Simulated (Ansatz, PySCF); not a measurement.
Species: SiCl₄, net charge 0, singlet state. 
Coordinates optimised at B3LYP-D3(BJ)/def2-TZVP (Ansatz, an electronic-structure program):
```xyz
5

Si     0.0000     0.0000     0.0000
Cl     1.1509     1.1792     1.1899
Cl    -1.1704    -1.1928     1.1569
Cl     1.1958    -1.1539    -1.1703
Cl    -1.1763     1.1675    -1.1765
```

PBE beside other levels, property by property. Cores are frozen in the correlated levels unless marked. Open shells are spin-unrestricted. No spin-orbit coupling. No relativistic terms. CBS marks a two-point X^-3 extrapolation of the correlation energy; Hartree-Fock from the larger set. The bracket is a focal-point correction in the basis named. Rows marked 298 K are enthalpies with B3LYP-D3(BJ) harmonic zero-point and thermal terms. Enthalpies of formation rest on the atoms' values in the G2/97 table (older ones for B and Si), with no core term in the frozen-core levels. Frequencies are from Ansatz or PySCF. The coupled-cluster column (Ansatz) is a level with limits of its own: RI-MP2/CBS(cc-pV(T+d)Z,cc-pV(Q+d)Z)+[CCSD(T)-MP2]/cc-pV(T+d)Z.

```
property                                                                       r2SCAN-D4/def2-TZVPD (Ansatz + dftd4)  wB97M-V/def2-TZVPD (Ansatz)  RPA@PBE/cc-pV(Q+d)Z (Ansatz)  coupled cluster  measured
-----------------------------------------------------------------------------  -------------------------------------  ---------------------------  ----------------------------  ---------------  --------
enthalpy of formation at 298 K by atomisation (kcal/mol)                                                      -166.8                       -164.8                        -118.5           -162.5    -158.4
Cl-Si bond dissociation enthalpy, 298 K, to Cl[Si](Cl)Cl + Cl atom (kcal/mol)                                  106.7                        111.5                         100.0            111.7         -
```

Measured values: G2/97 table in ASE (Curtiss et al.); they hold spin-orbit effects, which all levels lack, and core correlation, which the frozen-core levels lack. This is an older compilation, not checked against later work.

### Question
What does PBE/def2-TZVPD (Ansatz) give for each property, and on which side of the measured value, or else of coupled cluster, does it fall?

### Answer

- enthalpy of formation at 298 K by atomisation: PBE lies 3.2 kcal/mol below the measured value; PBE gives -161.6 kcal/mol.
- Cl-Si bond dissociation enthalpy, 298 K, to Cl[Si](Cl)Cl + Cl atom: PBE lies 7.2 kcal/mol below coupled cluster; PBE gives 104.5 kcal/mol.
